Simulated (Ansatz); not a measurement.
# C₃H₆OS, SMILES CC(=S)CO: a ranking of conformers

With Ansatz 0.2.0 through its Python package.

Notebook, run cell by cell (the value of a cell's last expression is shown):

In [1]:
```python
import ansatz as az
from rdkit import Chem
from rdkit.Chem import AllChem
```

In [2]:
```python
BASIS_SET = "cc-pVDZ"
LEVEL = "mp2"
```

In [3]:
```python
rd = Chem.AddHs(Chem.MolFromSmiles("CC(=S)CO"))
ids = list(AllChem.EmbedMultipleConfs(rd, numConfs=20, randomSeed=817, pruneRmsThresh=0.4))
field = [energy for _, energy in AllChem.MMFFOptimizeMoleculeConfs(rd)]
distinct = {round(e, 2): i for i, e in zip(ids, field)}
chosen = sorted(distinct.items())[:3]
found = []
for force_field, index in chosen:
    mol = az.Crystal.molecule()
    for atom, xyz in zip(rd.GetAtoms(), rd.GetConformer(index).GetPositions()):
        mol = mol.atom(atom.GetSymbol(), xyz.round(5).tolist())
    setup = mol.calculation().basis(gaussian=BASIS_SET).correlation(LEVEL)
    found.append(setup.run(threads=1, backend="cpu").report["free_energy_ev"])
print("conformer   MMFF (kcal/mol)   this level (eV)")
for (force_field, index), e in zip(chosen, found):
    print(f"{index:9d} {force_field - chosen[0][0]:17.2f} {(e - min(found)):17.3f}")
```
```text
conformer   MMFF (kcal/mol)   this level (eV)
        2              0.00             0.000
        1              2.90             0.045
```

The conformers keep their force-field geometries. The whole script took 5.5 s on 1 thread of Arm Neoverse V1, on a shared host, peak memory 0.32 GiB.
